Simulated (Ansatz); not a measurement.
`C/C=N/C(=O)O`. Total charge 0; spin multiplicity 1.

Cartesian coordinates in Å:
```
C -1.045 0.588 -1.588
C -0.048 0.072 -0.624
N -0.213 0.165 0.628
C 0.835 -0.292 1.430
O 2.008 -0.084 1.255
O 0.351 -0.963 2.481
H -1.409 -0.226 -2.223
H -1.882 1.055 -1.072
H -0.568 1.312 -2.257
H 0.854 -0.398 -1.036
H 1.117 -1.230 3.006
```

Problem. List the harmonic frequencies (cm⁻¹, unscaled) at PBE0-D4/def2-TZVP in Ansatz. (Best estimate.)

Solution. Computed: 58, 180, 183, 213, 423, 542, 603, 653, 800, 894, 914, 1019, 1112, 1167, 1211, 1371, 1392, 1426, 1457, 1464, 1765, 1818, 3046, 3056, 3107, 3170, 3813.

Problem. Is this a minimum?

Solution. Yes, all 27 modes are real.

Problem. Give the ideal-gas thermochemistry at 298.15 K and 1 bar (rigid rotor, harmonic oscillator; point group C1, symmetry number 1).

Solution. Zero-point energy 220.5 kJ/mol; H(298) − E = 239.9 kJ/mol; entropy 335.0 J/(mol·K), of which translation 164.6, rotation 111.0, vibration 59.5; G(298) − E = 140.0 kJ/mol. Modes under 100 cm⁻¹ are hindered rotations or soft bends, so the harmonic entropy is rough.

Problem. Rotational constants (cm⁻¹)?

Solution. 0.3395, 0.07008, 0.06014.
